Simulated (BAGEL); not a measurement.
# CASSCF(13,10)/6-31G (density fitting with svp-jkfit, 2 states averaged) run of H2NO (SMILES N[O])

Aim: the energy change on altering one bond length of H2NO at CASSCF(13,10)/6-31G (density fitting with svp-jkfit, 2 states averaged), from 2 runs. 

The results are computed with BAGEL 1.2.2.

2 further runs of the same task are left out: 1 that didn't finish, 1 set aside as unsound or not needed.

## Step 1: The structure to begin with

H2NO: 4 atoms, total charge 0, spin state doublet. As SMILES, `N[O]`. The shape is that of a GFN2-xTB optimisation.

Bond lengths: N1–O2 1.277 Å, N1–H3 1.017 Å, N1–H4 1.017 Å. Angles: O2–N1–H3 118.4°, O2–N1–H4 118.4°, H3–N1–H4 119.4°.

## Step 2: State gradients and their coupling at CASSCF(13,10)/6-31G (density fitting with svp-jkfit, 2 states averaged)

Contents of job.json:

```json
{ "bagel" : [

{
  "title" : "molecule",
  "basis" : "6-31g",
  "df_basis" : "svp-jkfit",
  "geometry" : [
    { "atom" : "N", "xyz" : [    -0.02855376,     0.07768664,    -0.20324004 ] },
    { "atom" : "O", "xyz" : [     1.51996341,     0.67506686,     1.54919748 ] },
    { "atom" : "H", "xyz" : [    -1.83002968,     0.73795695,    -0.09465638 ] },
    { "atom" : "H", "xyz" : [     0.33862002,    -1.49071045,    -1.25130105 ] }
  ]
},

{
  "title" : "hf",
  "charge" : 1
},

{
  "title" : "forces",
  "dipole" : true,
  "grads" : [
    {
      "title" : "force",
      "target" : 0
    },
    {
      "title" : "force",
      "target" : 1
    },
    {
      "title" : "nacme",
      "target" : 0,
      "target2" : 1,
      "nacmtype" : "full"
    }
  ],
  "method" : [
    {
      "title" : "casscf",
      "nstate" : 2,
      "nact" : 10,
      "nclosed" : 2,
      "nspin" : 1,
      "maxiter" : 200,
      "natocc" : true
    }
  ]
}

]}
```

Started as:

```
$ BAGEL_NUM_THREADS=1 BAGEL job.json > job.out
```

Output:

```text
* using 1 threads per process

  ===============================================================
  ===============================================================

  *** Geometry ***

  { "atom" : "N", "xyz" : [     -0.028554,      0.077687,     -0.203240 ] },
  { "atom" : "O", "xyz" : [      1.519963,      0.675067,      1.549197 ] },
  { "atom" : "H", "xyz" : [     -1.830030,      0.737957,     -0.094656 ] },
  { "atom" : "H", "xyz" : [      0.338620,     -1.490710,     -1.251301 ] },

  Number of auxiliary basis functions:      190

  Since a DF basis is specified, we compute 2- and 3-index integrals:
    o Being stored without compression. Storage requirement is 0.001 GB

  Number of basis functions:       22
  Number of electrons      :       17

    * METHOD: MOLECULE                             0.03

  *** RHF ***

  === Nuclear Repulsion ===
    35.0747341739

      * DIIS with orbital gradients will be used.

  === RHF iteration (6-31g) ===
      0       -129.82214813          0.05876786           0.00
      1       -129.83333911          0.06338163           0.00
      2       -129.96839427          0.00432520           0.00
[... 12 lines of this table left out ...]
     15       -129.97151289          0.00000000           0.00
    * SCF iteration converged.

[... 24 lines left out ...]
    * Second-order optimization converged. *
[... 19 lines left out ...]
     * ci vector, state   1, <S^2> = 0.7500
[... 6 lines left out ...]
    * Permanent dipole moment: CASSCF unrelaxed dipole moment: 1
[... 5 lines left out ...]
  * CASSCF dipole moments
[... 3 lines left out ...]
    * State             1 :   (    0.664345,     0.445365,     0.387499) a.u.
[... 14 lines left out ...]
    * Permanent dipole moment: Relaxed
[... 32 lines left out ...]
    * Permanent dipole moment: Relaxed
[... 22 lines left out ...]
  === NACME evaluation ===

    * NACME Target states: 0 - 1
    * Energy gap is:       -2.3686642609 eV

    * Permanent dipole moment: Transition dipole moment between 0 - 1
           (    0.016407,    -0.016863,    -0.008752) a.u.

    * Oscillator strength for transition between 0 - 1 -0.000037 a.u.

  === CASSCF Z-vector iteration ===

         0      0.0002864443     0.0001071793      0.14
         1      0.0000424402     0.0001061007      0.14
         2      0.0000107719     0.0001029626      0.14
[... 96 lines of this table left out ...]
        99      0.0000000017     0.0000000078      0.15
    * Permanent dipole moment: Relaxed
           (    0.020784,    -0.021360,    -0.011086) a.u.

  * Nuclear energy gradient

    o Atom   0
        x          0.0324191800
        y         -0.0333100818
        z         -0.0172909803
    o Atom   1
        x         -0.0047835120
        y          0.0049077717
        z          0.0025524046
    o Atom   2
        x          0.0836916066
        y          0.1925179408
        z         -0.1584250160
    o Atom   3
        x         -0.1090324923
        y         -0.1664739063
        z          0.1719396410
  * Gradient computed with                             15.24

    * METHOD: FORCES                              59.39

  ===============================================================
```

Wall time 60 s (1 thread of Arm Neoverse V1, shared host); peak memory 0.18 GiB.

## Step 3: The distorted shape

Contents of casscf.json:

```json
{ "bagel" : [

{
  "title" : "molecule",
  "basis" : "6-31g",
  "df_basis" : "svp-jkfit",
  "geometry" : [
    { "atom" : "N", "xyz" : [ -0.41571329, -0.07166975, -0.64138439 ] },
    { "atom" : "O", "xyz" : [  1.51996341,  0.67506686,  1.54919748 ] },
    { "atom" : "H", "xyz" : [ -2.21718921,  0.58860055, -0.53280072 ] },
    { "atom" : "H", "xyz" : [ -0.04853951, -1.64006685, -1.68944539 ] }
  ]
},
{ "title" : "hf", "charge" : 1 },
{
  "title" : "forces",
  "dipole" : true,
  "grads" : [
    { "title" : "force", "target" : 0 },
    { "title" : "force", "target" : 1 },
    { "title" : "nacme", "target" : 0, "target2" : 1, "nacmtype" : "full" }
  ],
  "method" : [
    {
      "title" : "casscf",
      "nstate" : 2,
      "nact" : 10,
      "nclosed" : 2,
      "nspin" : 1,
      "maxiter" : 200,
      "natocc" : true
    }
  ]
}

]}
```

Started as:

```
$ BAGEL_NUM_THREADS=1 BAGEL casscf.json > casscf.out
```

Output:

```text
* using 1 threads per process

  ===============================================================
  ===============================================================

  *** Geometry ***

  { "atom" : "N", "xyz" : [     -0.415713,     -0.071670,     -0.641384 ] },
  { "atom" : "O", "xyz" : [      1.519963,      0.675067,      1.549197 ] },
  { "atom" : "H", "xyz" : [     -2.217189,      0.588601,     -0.532801 ] },
  { "atom" : "H", "xyz" : [     -0.048540,     -1.640067,     -1.689445 ] },

  Number of auxiliary basis functions:      190

  Since a DF basis is specified, we compute 2- and 3-index integrals:
    o Being stored without compression. Storage requirement is 0.001 GB

  Number of basis functions:       22
  Number of electrons      :       17

    * METHOD: MOLECULE                             0.03

  *** RHF ***

  === Nuclear Repulsion ===
    29.8864223696

      * DIIS with orbital gradients will be used.

  === RHF iteration (6-31g) ===
      0       -129.55396258          0.08497748           0.00
      1       -129.20435050          0.12652855           0.00
      2       -129.83628898          0.00704862           0.00
[... 18 lines of this table left out ...]
     21       -129.84371758          0.00000001           0.00
    * SCF iteration converged.

[... 24 lines left out ...]
    * Second-order optimization converged. *
[... 36 lines left out ...]
     * ci vector, state   1, <S^2> = 0.7500
[... 8 lines left out ...]
    * Permanent dipole moment: CASSCF unrelaxed dipole moment: 1
[... 5 lines left out ...]
  * CASSCF dipole moments
[... 3 lines left out ...]
    * State             1 :   (    0.612456,     0.434294,     0.311535) a.u.
[... 14 lines left out ...]
    * Permanent dipole moment: Relaxed
[... 32 lines left out ...]
    * Permanent dipole moment: Relaxed
[... 22 lines left out ...]
  === NACME evaluation ===

    * NACME Target states: 0 - 1
    * Energy gap is:       -1.0582233148 eV

    * Permanent dipole moment: Transition dipole moment between 0 - 1
           (    0.003268,    -0.003359,    -0.001743) a.u.

    * Oscillator strength for transition between 0 - 1 -0.000001 a.u.

  === CASSCF Z-vector iteration ===

         0      0.0002831622     0.0000615099      0.15
         1      0.0000575384     0.0000635774      0.15
         2      0.0000090119     0.0000623896      0.15
[... 96 lines of this table left out ...]
        99      0.0000000218     0.0000001708      0.16
    * Permanent dipole moment: Relaxed
           (    0.007573,    -0.007784,    -0.004040) a.u.

  * Nuclear energy gradient

    o Atom   0
        x          0.0419283586
        y         -0.0430844163
        z         -0.0223613210
    o Atom   1
        x         -0.0044652574
        y          0.0045816091
        z          0.0023815667
    o Atom   2
        x          0.0751334888
        y          0.1989352874
        z         -0.1633632856
    o Atom   3
        x         -0.1111720746
        y         -0.1618964475
        z          0.1825833286
  * Gradient computed with                             15.39

    * METHOD: FORCES                              72.19

  ===============================================================
```

Run time: 73 s. Hardware: 1 thread of Arm Neoverse V1, shared host; peak memory 0.18 GiB.

## Step 4: Results

Level: CASSCF(13,10)/6-31G (density fitting with svp-jkfit, 2 states averaged).

```
                                                          quantity          value
                      first shape: energy of the lowest of 2 roots  -130.43763 Eh
                             first shape: largest force on an atom     3.052 eV/Å
    first shape: lowest excitation energy within this active space        2.37 eV
                  distorted shape: energy of the lowest of 2 roots  -130.41185 Eh
                         distorted shape: largest force on an atom     4.605 eV/Å
distorted shape: lowest excitation energy within this active space        1.06 eV
 energy change with the N1–O2 bond stretched from 1.277 to 1.597 Å       0.701 eV
```

**Reading.** With the N1–O2 bond stretched from 1.277 to 1.597 Å the energy rises by 0.70 eV (67.7 kJ/mol). The first shape isn't relaxed at this level, so the change isn't measured from a minimum. The largest force (first shape) is 3.05 eV/Å: the shape isn't a stationary point for this species at this level. The orbitals (first shape) are averaged over several states, so each root lies above its own optimum (it can stand above Hartree-Fock), and forces and dipoles share that bias. The orbitals (distorted shape) are averaged over several states, so each root lies above its own optimum (it can stand above Hartree-Fock), and forces and dipoles share that bias.
